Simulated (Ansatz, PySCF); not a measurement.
This PySCF input computes a CCSD(T)/cc-pVDZ energy:

```python
from pyscf import gto, scf, mp, cc as ccmod

mol = gto.M(
    atom='''
    C    -0.00000000   -0.00000000   -0.62581248
    N     0.00000000    0.00000000    0.53641070
    ''',
    basis='cc-pvdz',
    charge=0,
    spin=1,
    symmetry='C2v',
    verbose=4,
)

mf = scf.UHF(mol)
mf.conv_tol = 1e-10
mf.max_cycle = 100
mf.kernel()
mp2 = mp.MP2(mf, frozen=2).run()
cc = ccmod.CCSD(mf, frozen=2)
cc.max_cycle = 100
cc.kernel()
et = cc.ccsd_t()
print(f'E(CCSD(T)) = {cc.e_tot + et:.9f}')
```

**Question.** Write an input for the same energy in Ansatz (a first-principles code) and say what it gives.

**Answer.** 
Ansatz 0.2 input:
```yaml
crystal:
  periodic: [false, false, false]
  atoms:
    - {symbol: C, position_ang: [-0.00000000, -0.00000000, -0.62581248]}
    - {symbol: N, position_ang: [0.00000000, 0.00000000, 0.53641070]}
basis:
  gaussian:
    orbitals: cc-pVDZ
magnetization: {spin_polarized: true, initial_magnetization: 1}
correlation: {method: ccsd_t, electrons: outside_noble_gas}
```
It gives -92.48814 Eh, and PySCF -92.48814 Eh, a difference of 0.00 mEh.
